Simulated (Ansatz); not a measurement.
# CCSD(T)/STO-3G run of H3PO (SMILES O=[PH3])

Aim: the vertical ionisation energy of H3PO at CCSD(T)/STO-3G, from 2 runs. 

The results are computed with Ansatz 0.2.0.

62 further runs of the same task are left out: 5 that didn't finish, 57 set aside as unsound or not needed.

## 1. Starting point

H3PO: 5 atoms, total charge 0, spin state singlet. SMILES: `O=[PH3]`. The shape is that of a GFN2-xTB optimisation.

Bond lengths: O1–P2 1.453 Å, P2–H3 1.388 Å, P2–H4 1.387 Å, P2–H5 1.387 Å. Angles: O1–P2–H3 115.2°, O1–P2–H4 115.3°, O1–P2–H5 115.2°, H3–P2–H4 103.2°, H3–P2–H5 103.0°, H4–P2–H5 103.2°.

## 2. A single-point energy at CCSD(T)/STO-3G

input.yaml

```yaml
crystal:
  periodic: [false, false, false]
  atoms:
    - {symbol: O, position_ang: [-1.381960, -0.328270, 0.532950]}
    - {symbol: P, position_ang: [-0.058510, -0.014650, 0.022530]}
    - {symbol: H, position_ang: [0.807060, 0.564860, 0.939400]}
    - {symbol: H, position_ang: [0.663660, -1.098320, -0.454890]}
    - {symbol: H, position_ang: [-0.030250, 0.876380, -1.039990]}
basis:
  gaussian:
    orbitals: STO-3G
correlation:
  method: ccsd_t
  frozen_orbitals: {H: 0, O: 1, P: 5}
accuracy: high
scf:
  omitted_lower_state_checks: [cluster_reference, increment]
```

Launch:

```sh
$ ansatz run input.yaml --threads 1 --pin off --max-ram 2610MiB --events-out events.jsonl --progress --plain --runs-dir runs
```

Output, cut to the lines that bear on the results:

```text
Warning: RAYON_NUM_THREADS=1 ignored (pool sized by the plan → 1); use --threads N
Functional definition: HF
  name "HF"
[...]
290 factors; integrals over basis functions are off by at most 2.3e-8 eV
[...]
mean field -11220.11062189 eV, -412.3314600904 hartree, gradient 2.3e-8 eV, S^2 0.000000; 0 other end points of the search recorded, 0 dependent functions left out
6 core orbitals not correlated: weight in the atoms' cores, before any rotation towards them, 1.000 or more for the frozen orbitals, at most 0.000 for the correlated occupied ones
reference -11220.11062189 eV, -412.3314600904 hartree; 7, 7 occupied and 4, 4 virtual orbitals, 290 factors
second order -2.35666333 eV of doubles, -0.00000000 eV of singles
cycle   1  -2.62456746 eV  change   -2.7e-1 eV  update   1.0e-1
[...]
cycle  19  -2.96634746 eV  change  -2.1e-10 eV  update  7.6e-10
perturbative correction -0.16952270 eV, -0.0062298442 hartree
Total energy: -11223.24649205 eV, -412.4467011930 hartree
Checks for a lower state left out: cluster_reference, increment
```

Wall time 0.14 s (1 thread of Arm Neoverse V1, shared host).

## 3. The doublet cation at the same level

in.yaml

```yaml
crystal:
  periodic: [false, false, false]
  atoms:
    - {symbol: O, position_ang: [-1.381960, -0.328270, 0.532950]}
    - {symbol: P, position_ang: [-0.058510, -0.014650, 0.022530]}
    - {symbol: H, position_ang: [0.807060, 0.564860, 0.939400]}
    - {symbol: H, position_ang: [0.663660, -1.098320, -0.454890]}
    - {symbol: H, position_ang: [-0.030250, 0.876380, -1.039990]}
basis:
  gaussian:
    orbitals: STO-3G
total_charge: 1
accuracy: high
correlation:
  method: ccsd_t
  frozen_orbitals: {H: 0, O: 1, P: 5}
magnetization:
  spin_polarized: true
  initial_magnetization: 1
scf:
  omitted_lower_state_checks: [cluster_reference, increment]
```

Launch:

```sh
$ ansatz run in.yaml --threads 1 --pin off --max-ram 2610MiB --events-out events.jsonl --progress --plain --runs-dir runs
```

Output, cut to the lines that bear on the results:

```text
Warning: RAYON_NUM_THREADS=1 ignored (pool sized by the plan → 1); use --threads N
Functional definition: HF
  name "HF"
[...]
290 factors; integrals over basis functions are off by at most 2.3e-8 eV
[...]
mean field -11216.00656090 eV, -412.1806386309 hartree, gradient 1.3e-9 eV, S^2 0.756956; 6 other end points of the search recorded, 0 dependent functions left out
6 core orbitals not correlated: weight in the atoms' cores, before any rotation towards them, 1.000 or more for the frozen orbitals, at most 0.000 for the correlated occupied ones
reference -11216.00656090 eV, -412.1806386309 hartree; 7, 6 occupied and 4, 5 virtual orbitals, 290 factors
second order -1.58774714 eV of doubles, -0.00000000 eV of singles
cycle   1  -2.00173891 eV  change   -4.1e-1 eV  update   6.0e-2
[...]
cycle  34  -2.27810967 eV  change   -1.1e-9 eV  update   1.3e-9
perturbative correction -0.04242300 eV, -0.0015590164 hartree
Total energy: -11218.32709357 eV, -412.2659166336 hartree
Checks for a lower state left out: cluster_reference, increment
```

Run time: 0.48 s. Hardware: 1 thread of Arm Neoverse V1, shared host.

## 4. Outcome

At CCSD(T)/STO-3G, 6 core orbitals frozen:

```
                                                   quantity          value
                                 singlet H3PO: total energy  -412.44670 Eh
  singlet H3PO: correlation energy (6 core orbitals frozen)     -115.2 mEh
                               singlet H3PO: (T) correction      -6.23 mEh
                                singlet H3PO: T1 diagnostic          0.021
                               doublet cation: total energy  -412.26592 Eh
doublet cation: correlation energy (6 core orbitals frozen)      -85.3 mEh
                             doublet cation: (T) correction      -1.56 mEh
          doublet cation: ⟨S²⟩ of the reference determinant          0.757
                              doublet cation: T1 diagnostic          0.013
         vertical ionisation energy (to the doublet cation)       4.919 eV
```

What this shows: Removing an electron at fixed nuclei costs 4.92 eV (113 kcal/mol). In a minimal basis such a difference can be off by several eV, whatever the method. The T1 diagnostic (singlet H3PO) of 0.021 is above the customary mark for such species, so a single reference may not serve. The triples (singlet H3PO) make up 5.4 % of the correlation energy. The triples (doublet cation) make up 1.8 % of the correlation energy.
